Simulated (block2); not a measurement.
# [S3]2− ([S3]2-) at DMRG/ANO-RCC-MB

Aim: the vertical ionisation energy of [S3]2− ([S3]2-) at DMRG/ANO-RCC-MB, from 2 runs. 

The calculation is run with block2 0.5.4.

3 further runs of the same task are left out: 3 set aside as unsound or not needed.

## Step 1: The system as given

The species is [S3]2− (3 atoms), meant as a singlet with charge -2. Geometry: relaxed at GFN2-xTB.

Bond lengths: S1–S2 2.028 Å, S2–S3 2.028 Å. Angles: S1–S2–S3 112.4°.

## Step 2: A single-point energy at DMRG/ANO-RCC-MB

make_fcidump.py reads:

```python
import numpy as np
from pyscf import ao2mo, cc, dft, gto, lo, mcscf, mp, scf
from pyscf.tools import fcidump

geom = [
    ("S", (0.713590, -0.159090, 1.564150)),
    ("S", (-0.405490, 0.630300, 0.067980)),
    ("S", (-0.308100, -0.471200, -1.632130)),
]
mol = gto.M(
    atom=geom,
    basis="ano-rcc-mb",
    charge=-2,
    spin=0,
    verbose=3,
)
print("basis functions = %d" % (mol.nao))
mf = scf.RHF(mol)
mf.conv_tol = 1e-10
mf.max_cycle = 200
mf.kernel()
if not mf.converged:
    mf = mf.newton().run(mf.mo_coeff, mf.mo_occ)
print("E(HF) = %.10f" % (mf.e_tot))
# single-reference ladder for comparison
ref = mf
pt = mp.MP2(ref, frozen=15).run()
mycc = cc.CCSD(ref, frozen=15)
mycc.max_cycle = 150
mycc.kernel()
print("E(MP2) = %.10f" % (pt.e_tot))
if mycc.converged:
    print(f"E(CCSD) = {mycc.e_tot:.10f}")
    print(f"CCSD(T) total energy = {mycc.e_tot + mycc.ccsd_t():.10f}")
    print("T1 = %.4f" % (mycc.get_t1_diagnostic()))
# a few density functionals on the same geometry and basis
ks = dft.RKS(mol, xc="tpssh").set(conv_tol=1e-9, verbose=3).run()
if ks.converged:
    print(f"E(TPSSh) = {ks.e_tot:.8f}")
ks = dft.RKS(mol, xc="pbe").set(conv_tol=1e-9, verbose=3).run()
if ks.converged:
    print(f"E(PBE) = {ks.e_tot:.8f}")
ks = dft.RKS(mol, xc="b3lyp").set(conv_tol=1e-9, verbose=3).run()
if ks.converged:
    print(f"E(B3LYP) = {ks.e_tot:.8f}")
# split localisation
mo = mf.mo_coeff.copy()
for a, b in ((15, 25), (25, 27)):
    if b - a > 1:
        mo[:, a:b] = lo.Boys(mol, mo[:, a:b]).kernel()
mf.mo_coeff = mo
# FCIDUMP for the DMRG program
cas = mcscf.CASCI(mf, 12, 20)
h1, ecore = cas.get_h1eff()
fcidump.from_integrals("FCIDUMP", h1, cas.get_h2eff(), 12, 20, nuc=ecore, ms=0)
# FCI check
ci = mcscf.CASCI(mf, 12, (10, 10))
ci.fix_spin_(ss=0)
ci.fcisolver.conv_tol = 1e-10
ci.fcisolver.max_cycle = 200
ci.kernel()
print(f"E(FCI) = {ci.e_tot:.10f}")
```

input.conf reads:

```
sym c1
orbitals FCIDUMP
nelec 20
spin 0
irrep 1
occ 2 2 2 2 2 2 2 2 2 2 0 0
cbias 0.2
schedule
0 50 1E-07 1E-04
2 100 1E-07 1E-05
6 100 1E-08 0.0
end
maxiter 12
sweep_tol 1E-06
noreorder
mem 1g
num_thrds 1
prefix ./tmp
outputlevel 2
onepdm
```

On the command line:

```
$ python make_fcidump.py && block2main input.conf
```

Standard output:

```text
$ python make_fcidump.py
basis functions = 27
converged SCF energy = -1191.45769796987
E(HF) = -1191.4576979699
E(RMP2) = -1191.48486193191  E_corr = -0.0271639620430769
E(SCS-RMP2) = -1191.4883532778  E_corr = -0.0306553079285242
E(CCSD) = -1191.495626374312  E_corr = -0.03792840444455103
E(MP2) = -1191.4848619319
E(CCSD) = -1191.4956263743
CCSD(T) correction = -0.000405215182836548
CCSD(T) total energy = -1191.4960315895
T1 = 0.0075
converged SCF energy = -1193.56755208998
E(TPSSh) = -1193.56755209
converged SCF energy = -1193.01569346449
E(PBE) = -1193.01569346
converged SCF energy = -1193.5706812935
E(B3LYP) = -1193.57068129
CASCI E = -1191.49622736564  E(CI) = -54.1202154031419  S^2 = 0.0000000
E(FCI) = -1191.4962273656

$ block2main input.conf

[... 82 lines left out ...]
 <-- Site =   10-  11 .. Mmps =    3 Ndav =   1 E =  -1191.4792950206 Error = 0.00e+00 FLOPS = 1.41e+09 Tdav = 0.00 T = 0.00
[... 21 lines left out ...]
 --> Site =    2-   3 .. Mmps =   27 Ndav =   1 E =  -1191.4962147609 Error = 0.00e+00 FLOPS = 2.10e+09 Tdav = 0.00 T = 0.00
[... 21 lines left out ...]
 <-- Site =    6-   7 .. Mmps =   89 Ndav =   1 E =  -1191.4962273120 Error = 7.58e-15 FLOPS = 5.51e+09 Tdav = 0.00 T = 0.01
[... 21 lines left out ...]
 --> Site =    6-   7 .. Mmps =  100 Ndav =   1 E =  -1191.4962273120 Error = 2.74e-13 FLOPS = 5.34e+09 Tdav = 0.00 T = 0.02
[... 21 lines left out ...]
 <-- Site =    2-   3 .. Mmps =   91 Ndav =   1 E =  -1191.4962273120 Error = 1.40e-14 FLOPS = 3.93e+09 Tdav = 0.00 T = 0.01
[... 21 lines left out ...]
 --> Site =   10-  11 .. Mmps =    3 Ndav =   1 E =  -1191.4962273563 Error = 6.92e-18 FLOPS = 1.02e+08 Tdav = 0.00 T = 0.00
[... 47 lines left out ...]
 <-- Site =    5-   6 .. Nterms =           13 Error =  0.000000000000/ 0.000000000000 FLOPS = 2.68e+09 Tmult = 0.00 T = 0.00
 <-- Site =    4-   5 .. Nterms =           15 Error =  0.000000000000/ 0.000000000000 FLOPS = 2.47e+09 Tmult = 0.00 T = 0.00
 <-- Site =    3-   4 .. Nterms =           17 Error =  0.000000000000/ 0.000000000000 FLOPS = 1.98e+09 Tmult = 0.00 T = 0.00
 <-- Site =    2-   3 .. Nterms =           19 Error =  0.000000000000/ 0.000000000000 FLOPS = 1.71e+09 Tmult = 0.00 T = 0.00
 <-- Site =    1-   2 .. Nterms =           21 Error =  0.000000000000/ 0.000000000000 FLOPS = 1.25e+09 Tmult = 0.00 T = 0.00
 <-- Site =    0-   1 .. Nterms =           23 Error =  0.000000000000/ 0.000000000000 FLOPS = 5.66e+08 Tmult = 0.00 T = 0.00
[... 7 lines left out ...]
NPDM Sorting | Nsites =    12 | Nmaxops =  2 | DotSite = 2 | SymbolFree = T | Compressed = T | LowMem = F | Mem = 1.12 KB
 Site =     0 ..  T = 0.000
 Site =     1 ..  T = 0.000
 Site =     2 ..  T = 0.000
 Site =     3 ..  T = 0.000
 Site =     4 ..  T = 0.000
 Site =     5 ..  T = 0.000
 Site =     6 ..  T = 0.000
 Site =     7 ..  T = 0.000
 Site =     8 ..  T = 0.000
 Site =     9 ..  T = 0.000
 Site =    10 ..  T = 0.000
Ttotal =      0.000

DMRG OCC =   1.976 1.976 1.996 1.996 1.996 1.994 1.996 1.994 1.996 1.996 0.043 0.043
```

Run time: 7.4 s. Hardware: 1 thread of Intel Xeon 6975P-C (Granite Rapids), shared host; peak memory 0.21 GiB.

## Step 3: Doublet [S3]−: a single-point energy at DMRG/ANO-RCC-MB

integrals.py reads:

```python
from pyscf import ao2mo, cc, dft, gto, mcscf, mp, scf
from pyscf.tools import fcidump

mol = gto.M(atom="""
S      0.713590    -0.159090     1.564150
S     -0.405490     0.630300     0.067980
S     -0.308100    -0.471200    -1.632130
""", basis="ano-rcc-mb", charge=-1, spin=1, verbose=4)
print("basis functions          = %d" % (mol.nao))
mf = scf.ROHF(mol)
mf.conv_tol = 1e-10
mf.max_cycle = 200
mf.kernel()
if not mf.converged:
    mf = mf.newton().run(mf.mo_coeff, mf.mo_occ)
print("reference energy         = %.10f" % (mf.e_tot))
# MP2, CCSD and CCSD(T) with the same frozen core
ref = scf.UHF(mol).run(mf.make_rdm1(), conv_tol=1e-10)
pt = mp.MP2(ref, frozen=15).run()
mycc = cc.CCSD(ref, frozen=15)
mycc.max_cycle = 150
mycc.kernel()
print("E(MP2)                   = %.10f" % (pt.e_tot))
if mycc.converged:
    print("E(CCSD)                  = %.10f" % (mycc.e_tot))
    print(f"E(CCSD(T))               = {mycc.e_tot + mycc.ccsd_t():.10f}")
# a few density functionals on the same geometry and basis
ks = dft.UKS(mol, xc="tpssh").set(conv_tol=1e-9, verbose=3).run(mf.make_rdm1())
if ks.converged:
    print("E(TPSSh)                 = %.8f" % (ks.e_tot))
ks = dft.UKS(mol, xc="pbe").set(conv_tol=1e-9, verbose=3).run(mf.make_rdm1())
if ks.converged:
    print("E(PBE)                   = %.8f" % (ks.e_tot))
ks = dft.UKS(mol, xc="b3lyp").set(conv_tol=1e-9, verbose=3).run(mf.make_rdm1())
if ks.converged:
    print(f"E(B3LYP)                 = {ks.e_tot:.8f}")
# rotate to MP2 natural orbitals
occ_no, mo = mcscf.addons.make_natural_orbitals(mp.MP2(mf.to_uhf(), frozen=15).run())
mf.mo_coeff = mo
# FCIDUMP for the DMRG program
cas = mcscf.CASCI(mf, 12, 19)
h1, ecore = cas.get_h1eff()
fcidump.from_integrals("FCIDUMP", h1, cas.get_h2eff(), 12, 19, nuc=ecore, ms=1)
# exact diagonalisation in the same space
ci = mcscf.CASCI(mf, 12, (10, 9))
ci.fix_spin_(ss=0.75)
ci.fcisolver.conv_tol = 1e-10
ci.fcisolver.max_cycle = 200
ci.kernel()
print("E(FCI)                   = %.10f" % (ci.e_tot))
```

block.conf reads:

```
sym c1
orbitals FCIDUMP
nelec 19
spin 1
irrep 1
occ 2 2 2 2 2 2 2 2 2 1 0 0
cbias 0.2
schedule
0 12 1E-07 1E-03
3 25 1E-07 1E-04
5 50 1E-07 1E-04
7 100 1E-07 1E-05
11 100 1E-08 0.0
end
maxiter 17
sweep_tol 1E-06
noreorder
mem 1g
num_thrds 1
prefix ./tmp
outputlevel 2
onepdm
```

On the command line:

```
$ python integrals.py && block2main block.conf
```

Standard output:

```text
$ python integrals.py

[INPUT] verbose = 4
[INPUT] num. atoms = 3
[INPUT] num. electrons = 49
[INPUT] charge = -1
[INPUT] spin (= nelec alpha-beta = 2S) = 1
[INPUT] symmetry False subgroup None
[INPUT] Mole.unit = angstrom
[INPUT] Symbol           X                Y                Z      unit          X                Y                Z       unit  Magmom
[INPUT]  1 S      0.713590000000  -0.159090000000   1.564150000000 AA    1.348489665228  -0.300636529157   2.955815117738 Bohr   0.0
[INPUT]  2 S     -0.405490000000   0.630300000000   0.067980000000 AA   -0.766265046250   1.191094376313   0.128463581948 Bohr   0.0
[INPUT]  3 S     -0.308100000000  -0.471200000000  -1.632130000000 AA   -0.582224618978  -0.890438949895  -3.084278699686 Bohr   0.0

nuclear repulsion = 173.783652980055
number of shells = 6
number of NR pGTOs = 159
number of NR cGTOs = 27
basis = ano-rcc-mb
ecp = {}
CPU time:         0.40
basis functions          = 27

[... 205 lines left out ...]
sorting_mo_energy = False
[... 111 lines left out ...]
 <-- Site =    3-   4 .. Mmps =   12 Ndav =   4 E =  -1191.6969435757 Error = 3.85e-05 FLOPS = 2.69e+08 Tdav = 0.00 T = 0.00
[... 38 lines left out ...]
 <-- Site =    4-   5 .. Mmps =   25 Ndav =   4 E =  -1191.7108850254 Error = 1.72e-06 FLOPS = 1.83e+09 Tdav = 0.00 T = 0.00
[... 38 lines left out ...]
 <-- Site =    5-   6 .. Mmps =   50 Ndav =   6 E =  -1191.7140014333 Error = 1.05e-05 FLOPS = 6.02e+09 Tdav = 0.01 T = 0.02
[... 38 lines left out ...]
 <-- Site =    6-   7 .. Mmps =  100 Ndav =   4 E =  -1191.7143480026 Error = 3.57e-07 FLOPS = 9.57e+09 Tdav = 0.01 T = 0.02
[... 38 lines left out ...]
 <-- Site =    7-   8 .. Mmps =  100 Ndav =   1 E =  -1191.7144186614 Error = 0.00e+00 FLOPS = 5.10e+09 Tdav = 0.00 T = 0.02
[... 38 lines left out ...]
 <-- Site =    8-   9 .. Mmps =   32 Ndav =   1 E =  -1191.7144201259 Error = 6.38e-26 FLOPS = 4.66e+09 Tdav = 0.00 T = 0.01
[... 55 lines left out ...]
 --> Site =    5-   6 .. Nterms =           13 Error =  0.000000000367/ 0.000000000000 FLOPS = 8.61e+09 Tmult = 0.00 T = 0.00
 --> Site =    6-   7 .. Nterms =           11 Error =  0.000000000000/ 0.000000000000 FLOPS = 2.78e+09 Tmult = 0.00 T = 0.00
 --> Site =    7-   8 .. Nterms =            9 Error =  0.000000000000/ 0.000000000000 FLOPS = 5.70e+09 Tmult = 0.00 T = 0.00
 --> Site =    8-   9 .. Nterms =            7 Error =  0.000000000000/ 0.000000000000 FLOPS = 4.12e+09 Tmult = 0.00 T = 0.00
 --> Site =    9-  10 .. Nterms =            5 Error =  0.000000000000/ 0.000000000000 FLOPS = 1.81e+09 Tmult = 0.00 T = 0.00
 --> Site =   10-  11 .. Nterms =            4 Error =  0.000000000000/ 0.000000000000 FLOPS = 1.62e+08 Tmult = 0.00 T = 0.00
[... 7 lines left out ...]
NPDM Sorting | Nsites =    12 | Nmaxops =  2 | DotSite = 2 | SymbolFree = T | Compressed = T | LowMem = F | Mem = 1.12 KB
 Site =     0 ..  T = 0.000
 Site =     1 ..  T = 0.000
 Site =     2 ..  T = 0.000
 Site =     3 ..  T = 0.000
 Site =     4 ..  T = 0.000
 Site =     5 ..  T = 0.000
 Site =     6 ..  T = 0.000
 Site =     7 ..  T = 0.000
 Site =     8 ..  T = 0.000
 Site =     9 ..  T = 0.000
 Site =    10 ..  T = 0.000
Ttotal =      0.000

DMRG OCC =   1.999 1.997 1.998 1.986 1.983 1.979 1.956 1.957 1.944 1.062 0.078 0.061
```

It took 11 s on 1 thread of Intel Xeon 6975P-C (Granite Rapids), shared host; peak memory 0.22 GiB.

## Step 4: Summary of results

Level: DMRG/ANO-RCC-MB, 15 core orbitals frozen.

```
                                              quantity           value
                  run 1, DMRG/ANO-RCC-MB: total energy  -1191.49623 Eh
run 1, DMRG/ANO-RCC-MB: T1 diagnostic of the CCSD step           0.007
                           doublet [S3]−: total energy  -1191.71442 Eh
     vertical detachment energy (to the doublet anion)       -5.937 eV
```

In words: The species is unbound against losing an electron at this level, by 5.94 eV (−137 kcal/mol); missing correlation or diffuse functions can give that sign where the real anion is bound. In a minimal basis such a difference can be off by several eV, whatever the method. The basis (run 1, DMRG/ANO-RCC-MB) was made for a relativistic Hamiltonian, but the run is non-relativistic. The basis (doublet [S3]−) was made for a relativistic Hamiltonian, but the run is non-relativistic.
